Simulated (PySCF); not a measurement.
Assigning NMR signals

Numbering as in the mapped SMILES `[CH2:1]=[N:2][C@H:3]1[CH2:4][C:5]1=[CH2:6]`. Each H is labelled by its parent atom. Ha(C1), Ha(C6) are cis to C3; Ha(C4) is cis to N2 on the ring; Hb(C1), Hb(C6) are trans to C3; Hb(C4) is trans to N2 on the ring.

[PySCF 2.14.0 with density-fitted response routines: GIAO PBE0/pcSseg-1 shieldings; coordinates at the GFN2-xTB level; spin–spin couplings from B3LYP/pcJ-1 (spin–dipole term only in couplings to heteroatoms); no solvent; non-relativistic; a single conformation]

Shifts are taken against calculated references (same method and geometry level): TMS for 13C (σref 186.93), 1H (σref 31.72).

Question: Assign these signals to the numbered atoms. 13C{1H} NMR (computed): δ 152.3 (CH2), 145.1 (C), 112.2 (CH2), 48.5 (CH), 18.3 (CH2).

Answer: 
| δ (ppm) | atoms | environment | reason |
| --- | --- | --- | --- |
| 152.3 | C1 | C=N carbon | – |
| 145.1 | C5 | fully substituted alkene carbon | the olefinic region |
| 112.2 | C6 | terminal =CH2 carbon | an sp2 carbon of a C=C bond |
| 48.5 | C3 | three-membered-ring carbon | deshielded by the electronegative neighbour |
| 18.3 | C4 | three-membered-ring carbon | – |

Question: Assign these signals to the numbered atoms. 1H NMR (400 MHz, computed): δ 7.90 (d, J = 17.2 Hz, 1H), 7.16 (dd, J = 17.2, 1.3 Hz, 1H), 5.98 (m, 1H), 5.94 (qd, J = 2.7, 1.3 Hz, 1H), 3.18 (m, 1H), 1.82 (m, 1H), 1.77 (m, 1H).

Answer: 
7.90 → Ha(C1), hydrogen on a C=N carbon
7.16 → Hb(C1), hydrogen on a C=N carbon
5.98 → Ha(C6), hydrogen on a terminal =CH2 carbon: attached to an sp2 carbon and in the plane of the double bond
5.94 → Hb(C6), hydrogen on a terminal =CH2 carbon
3.18 → H(C3), hydrogen on a three-membered-ring carbon: its carbon carries N, which withdraws density
1.82 → Ha(C4), hydrogen on a three-membered-ring carbon
1.77 → Hb(C4), hydrogen on a three-membered-ring carbon

Ha(C6) and Hb(C6); Ha(C4) and Hb(C4) lie closer than the usual error of such a calculation, so a measured spectrum could show them in the other order.

Splittings below 1 Hz are ignored in the labels, and close J values are merged. Unscaled 3J(H,H) at this level run about 10 % above measured values. Shifts are as computed. Against solution values, carbons near 30 ppm lie about +3 ppm off and those near 130 ppm about +5 ppm. Of 1211 compounds with measured shifts, 218 miss one by over three times the rms of a fit or turn the order of signals round; such compounds aren't used in these exercises.
